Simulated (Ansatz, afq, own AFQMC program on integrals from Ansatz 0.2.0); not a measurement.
**CH$_{2}$B⁺, triplet in cc-pVTZ, levels against CCSDT(Q)**

```tsv
atom	x (Å)	y (Å)	z (Å)
B	0.0000	0.0000	0.8265
C	0.0000	0.0000	-0.5553
H	0.0000	-0.9252	-1.1237
H	0.0000	0.9252	-1.1237
```

Connectivity, by distances: B–CH2.

Basis cc-pVTZ. Noble-gas cores (and the filled d shells of Ga–Kr and In–Xe) are frozen. Integrals, coupled cluster, full CI and functionals: Ansatz 0.2.0; the random walks run on the same integrals in our own AFQMC program. ph-AFQMC/CISD is guided by a CISD state made of CCSD amplitudes; releasing the constraint for a short imaginary time cuts its bias at the price of noise, slowly where states lie close. Error bars are statistical, one sigma.

Determinant: ROHF, the one that the program's search chose, which needn't be the lowest solution. The geometry is a PBE0/def2-TZVP stationary point of this or a neighbouring charge and spin state.

No full CI on the walks' own integrals is used here; CCSDT(Q) serves as the reference and is uncertain by about the last step of the cluster series.

Cautions: lower spins were not checked; the released energies move by 1.5 errors or more from one time to the next, so no released level is given (meV from the phaseless value at times in 1/Eh: -10 ± 6 at 0.24, -10 ± 3 at 0.50, -8 ± 3 at 1.00, -15 ± 3 at 1.50), though the last usable value meets CCSDT(Q) within the noise.

- T1 diagnostic: 0.0190
- weight of the determinant in the CISD state: 0.921
- size of the correlated space: 8 electrons in 86 orbitals

```csv
level,correlation energy (eV)
MP2,-4.7743
CCSD,-5.4041
CCSD(T),-5.5885
```

Problem. Estimate where phaseless AFQMC with a CISD trial lies against CCSD(T) on the same integrals.

Solution. 1.8 ± 0.4 kJ/mol below CCSD(T).

Reference: CCSDT(Q), correlation energy -5.617 eV.

```csv
level,E − E(reference) (kJ/mol),share of correlation (%)
CCSD(T),2.8,99.48
CCSDT,0.6,99.88
ph-AFQMC/CISD,1.0 ± 0.4,99.81
```

A walk keeps the symmetry of its determinant, which the program's search chose and which needn't be the lowest solution, so a lower state of the same spin and another symmetry isn't excluded.
